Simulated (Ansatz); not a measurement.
A calculation with Ansatz (development build ahead of 0.2.0).

```yaml
crystal:
  periodic: [false, false, false]
  atoms:
    - { symbol: C, position_ang: [0.03404, -0.0751, 0.00247] }
    - { symbol: F, position_ang: [0.78488, 0.81539, 0.79643] }
    - { symbol: F, position_ang: [0.7849, -0.76049, -0.69356] }
    - { symbol: F, position_ang: [-0.73299, 0.77574, -0.83021] }
    - { symbol: F, position_ang: [-0.81647, -0.75921, 0.78728] }
basis:
  gaussian: { orbitals: def2-SVP }
hamiltonian:
  xc: hf
correlation:
  method: mp2
  frozen_orbitals: { C: 1, F: 1 }
```

The input is written out in the form of the current development build from the run's settings.

Output:

| Item | Value |
| --- | --- |
| Converged | yes |
| Reference energy | -435.26746 hartree |
| Correlation energy | -0.86807 hartree |
| Total energy | -436.13553 hartree |
| Spin squared of the determinant | 0.000 |
